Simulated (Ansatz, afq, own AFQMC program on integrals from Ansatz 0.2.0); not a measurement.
Integrals from Ansatz 0.2.0, then the random walk in our own AFQMC program (afq).

```yaml
crystal:
  periodic: [false, false, false]
  atoms:
    - {symbol: N, position_ang: [0.000000, 0.000000, 0.522211]}
    - {symbol: N, position_ang: [0.000000, 0.000000, -0.681356]}
    - {symbol: H, position_ang: [0.000000, 0.865113, 1.105769]}
    - {symbol: H, position_ang: [0.000000, -0.865113, 1.105769]}
basis:
  gaussian: {orbitals: cc-pVDZ}
magnetization: {spin_polarized: false}
correlation: {method: ccsd_t, electrons: outside_noble_gas, hamiltonian_folder: ham}
```

```sh
$ ansatz run in.yaml --threads 1 --pin off --events-out ev --progress --plain --max-ram 1382MiB
```

afq runs on the folder ham with

```
--method free --trial cisd --walkers 50 --time-step 0.01 --max-blocks 12 --target-error 0.00084 --factor-cut 1e-05 --seed 2898 --times 0.0,0.2,0.4,0.8,1.2 --taylor-order 6
```

Times are imaginary, in 1/Eh. The walk had a cap of 90 s.

```
orbitals 36  electrons 6 6  factors 283 of 359
reference energy -109.97628510 Eh
CCSD correlation -0.33650523 Eh in 12 cycles, weight of the determinant in the CISD state 0.8822
repeat  energy at the last time / Eh  error
    10  -110.327419  0.002044
time / (1/Eh)  energy / Eh  error  mean overlap
  0.00  -110.310187  0.000807  1.1273
  0.20  -110.318554  0.000787  1.1115
  0.40  -110.321976  0.000847  1.1068
  0.80  -110.324623  0.000928  1.0988
  1.20  -110.326665  0.001730  1.0310
energy -110.326665 +/- 0.001730 Eh
```

The run passed its tests (error under three times the target), which doesn't prove that it has relaxed.

Against this walk (error 47.1 meV) on the same determinant: CCSD(T) 87.4 meV higher (within the noise), CCSDT(Q) 46.1 meV higher (within the noise). The error is statistical, and a free projection of finite length keeps a remainder of its start.

A setting was made bad on purpose (too few blocks), so the walk's energy isn't to be trusted.

Cautions: remainder of the start not in the error; error above the target (47.1 against 22.9 meV); higher spins were not checked; restricted determinant unstable towards unrestricted (UHF 45 meV lower, ⟨S²⟩ 0.31); raised T1 diagnostic (T1 0.022, weight of the determinant 0.88, largest double 0.10).

CCSDT and higher add their correlation energy to the determinant of the CCSD(T) run, since their own runs factorise the integrals more tightly (a shift of under 2 meV). A walk keeps the symmetry of its determinant, which the program's search chose and which needn't be the lowest solution, so a lower state of the same spin and another symmetry isn't excluded.
